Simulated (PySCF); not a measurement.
How well do the runs reproduce experiment for CFCl3?

**Experimental background.**

NIST CCCBDB Release 22 (SRD 101), experimental dipoles lists, for the gas: dipole moment (microwave Stark effect, vibrational ground state) 0.46 ± 0.02 D.

The results are set against them at the end.

Species: CFCl3.
SMILES with atom numbers: `[F:1][C:2]([Cl:3])([Cl:4])[Cl:5]`

Structure used (GFN2-xTB), in Å, numbered top down from 1:
```
atom  x, y, z in Å
F1     0.0603   -0.1410    1.3961
C2     0.0046   -0.0063    0.0667
Cl3   -0.4579    1.6606   -0.3126
Cl4    1.6028   -0.3706   -0.6039
Cl5   -1.2011   -1.1397   -0.5634
```

The PySCF runs (gas phase, on this GFN2-xTB geometry; no spin–orbit coupling):

```tsv
level	job	basis functions
B97-2/6-311G**	shieldings	114
BHandHLYP/6-311G**	shieldings	114
CAM-B3LYP/6-311G**	shieldings	114
HCTH407/6-311G**	shieldings	114
HSE06/6-311G**	shieldings	114
LC-wPBE/6-311G**	shieldings	114
OLYP/6-311G**	shieldings	114
WP04/6-311G**	shieldings	114
mPW1PW91/6-311G**	shieldings	114
revPBE/6-311G**	shieldings	114
wB97X-D/6-311G**	shieldings	114
wB97X/6-311G**	shieldings	114
```

All basis functions are spherical.

**Comparison with experiment**

**Dipole moment.** Measured: 0.46 D (NIST CCCBDB Release 22 (SRD 101), experimental dipoles).

| level | computed (D) | computed − measured (D) | % (from the printed values) |
| --- | --- | --- | --- |
| B97-2/6-311G** | 0.42 | -0.04 | -9 |
| BHandHLYP/6-311G** | 0.54 | +0.08 | +17 |
| CAM-B3LYP/6-311G** | 0.46 | 0.00 | 0 |
| HCTH407/6-311G** | 0.27 | -0.19 | -41 |
| HSE06/6-311G** | 0.43 | -0.03 | -7 |
| LC-wPBE/6-311G** | 0.42 | -0.04 | -9 |
| OLYP/6-311G** | 0.26 | -0.20 | -43 |
| WP04/6-311G** | 0.57 | +0.11 | +24 |
| mPW1PW91/6-311G** | 0.45 | -0.01 | -2 |
| revPBE/6-311G** | 0.28 | -0.18 | -39 |
| wB97X-D/6-311G** | 0.45 | -0.01 | -2 |
| wB97X/6-311G** | 0.42 | -0.04 | -9 |

Closest is CAM-B3LYP/6-311G** (0.00 D), furthest OLYP/6-311G** (-0.20 D); one molecule doesn't rank methods. The computed dipoles belong to one fixed geometry; measured ones are averaged over vibrations unless marked μe. Magnitudes are compared, not signs.

No measured geometry was used, and the causes of the misses weren't examined.
